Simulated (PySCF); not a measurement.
## SiN: energy against distance

Set-up: Si def2-TZVPPD, N def2-TZVPPD; no relativity (PySCF 2.14). Energies in eV from Si + N in their ground configurations at the same level. State: ²Σ⁺ (doublet), unpaired electrons σ ↑.

All columns are PBE0. A positive dipole means Si(−)N(+).

```csv
R (Å),E (eV),μ (D),Mulliken charge on Si (basis-dependent),HOMO (eV),LUMO (eV),Mayer bond order,⟨S²⟩
1.346,-2.700,-2.08,0.32,-8.74,-4.36,2.84,0.76
1.409,-3.674,-2.29,0.29,-8.58,-4.47,2.82,0.77
1.471,-4.217,-2.47,0.28,-8.31,-4.55,2.78,0.77
1.518,-4.411,-2.61,0.28,-8.13,-4.59,2.74,0.77
1.565,-4.466,-2.73,0.28,-7.95,-4.62,2.70,0.78
1.612,-4.414,-2.85,0.29,-7.78,-4.64,2.66,0.79
1.675,-4.219,-2.98,0.29,-7.55,-4.65,2.59,0.82
1.753,-3.845,-3.07,0.30,-7.28,-4.65,2.48,0.89
1.847,-3.305,-3.02,0.29,-6.98,-4.65,2.27,1.08
1.972,-2.582,-2.74,0.26,-6.69,-4.65,1.93,1.43
```

A fit through these points gives, at Re = 1.563 Å, μ = -2.73 D and dμ/dR = -2.56 D/Å; the reduced mass is 9.332 u.

Q: How strong is the fundamental in the double-harmonic approximation, I = 42.26·(dμ/dR)²/μred km/mol?

A: I = 42.26·(-2.56)²/9.332 = 29.7 km/mol at PBE0.

⟨S²⟩ of the unrestricted solution departs from its pure value on part of the curve, where spin states mix. The state was picked by a PBE0 search and need not be the measured ground state.
